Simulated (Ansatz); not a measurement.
Geometry optimisation, RKS r2SCANh-D4/def2-SVPD in Ansatz.

Input:

```yaml
crystal:
  periodic: [false, false, false]
  atoms:
    - { symbol: B, position_ang: [0.100837, -0.524461, -0.195131] }
    - { symbol: H, position_ang: [-0.232465, 0.413415, 1.985838] }
    - { symbol: H, position_ang: [1.137946, 0.077048, -0.274575] }
    - { symbol: H, position_ang: [-0.955374, -0.063004, -0.534359] }
    - { symbol: "N", position_ang: [0.134287, -1.908858, 0.286095] }
    - { symbol: H, position_ang: [-0.6875, -2.490859, 0.3336] }
    - { symbol: H, position_ang: [0.989386, -2.378058, 0.54095] }
    - { symbol: H, position_ang: [-0.171317, -0.288822, 1.854982] }
basis:
  gaussian: { orbitals: def2-SVPD }
hamiltonian:
  xc: r2scanh
  dispersion: d4
relax:
  f_tol: 0.03
  max_steps: 50
output:
  orbitals: {}
```

Launched with:

```bash
$ ansatz run input.yaml --threads 2 --pin off --max-ram 3072MiB --backend cpu --events-out ev --progress --plain --runs-dir out
```

Q: Where does it end, and by what steps?

A: The run converged. The force dipped under the threshold on the way, but the program's further checks kept it going. After 15 steps the energy has fallen by 0.339 eV; H2 moved furthest, 0.91 Å.

| step | energy less start (eV) | largest force component (eV/Å) | accepted |
| --- | --- | --- | --- |
| 0 | 0.0000 | 2.453 | yes |
| 1 | -0.2282 | 1.190 | yes |
| 2 | -0.3018 | 0.349 | yes |
| 3 | -0.3291 | 0.208 | yes |
| 4 | -0.3365 | 0.031 | yes |
| 5 | -0.3375 | 0.016 | yes |
| 6 | -0.3379 | 0.014 | yes |
| 7 | -0.3380 | 0.022 | yes |
| 8 | -0.3381 | 0.040 | yes |
| 9 | -0.3382 | 0.056 | yes |
| 10 | -0.3383 | 0.056 | yes |
| 11 | -0.3380 | 0.137 | no |
| 12 | -0.3384 | 0.030 | yes |
| 13 | -0.3386 | 0.066 | yes |
| 14 | -0.3387 | 0.039 | yes |
| 15 | -0.3388 | 0.013 | yes |

```xyz
8
Properties=species:S:1:pos:R:3
B 0.146 -0.722 -0.449
H -0.360 0.826 2.785
H 1.179 -0.110 -0.533
H -0.907 -0.250 -0.793
N 0.170 -2.016 0.059
H -0.656 -2.588 0.153
H 1.016 -2.475 0.361
H -0.270 0.172 2.415
```

Run time: 20 s on 2 threads of AMD EPYC 7R32 (Zen 2), on a shared host, peak memory 0.17 GiB.
